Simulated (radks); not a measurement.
**C³⁺ in [He] 3d1: an all-electron calculation**

One table from this session's results is given with a row withheld; the runs are named, their logs left out.

Program: radks (a radial shooting solver on a logarithmic mesh, Libxc functionals) version 1. Level of theory: non-relativistic Kohn-Sham, exchange-only PBE, spin-polarised, spherical densities, point nucleus; open shells are filled with parallel spins first. These are calculated values, not measurements, unless marked.

### The system

| Item | Value |
| --- | --- |
| element | carbon (Z = 6) |
| charge | +3 |
| electrons | 3 |
| configuration | [He] 3d1 |

Outer shells as boxes (Hund's rule):

C³⁺
```
[He] core
3d [↑ ][  ][  ][  ][  ]
```

Set-up of the first run:

The run's settings:

```text
Z 6
configuration [He] 3d1 2s0 2p0
relativity non-relativistic
functional pbe,
spin polarised
nucleus point
```

Among the steps run: Self-consistent calculation.

One of the session's tables, all rows but one given; the rest of the session is left out.

It belongs to the step «Orbitals and density». Radial moments (bohr):

```
  level     <r>  outermost maximum (interpolated)  90 % within
  1s up       ?                                 ?            ?
1s down  0.2683                             0.173        0.481
  2s up   1.269                              1.07         1.96
  2p up   1.159                             0.869         1.89
  3d up   2.611                              2.23         3.93
```

**Question.** Estimate the row for 1s up.

The run gave: <r>: 0.2684; outermost maximum (interpolated): 0.173; 90 % within: 0.481. In the column «<r>» it lies between 1s down (0.2683) and 2p up (1.159).
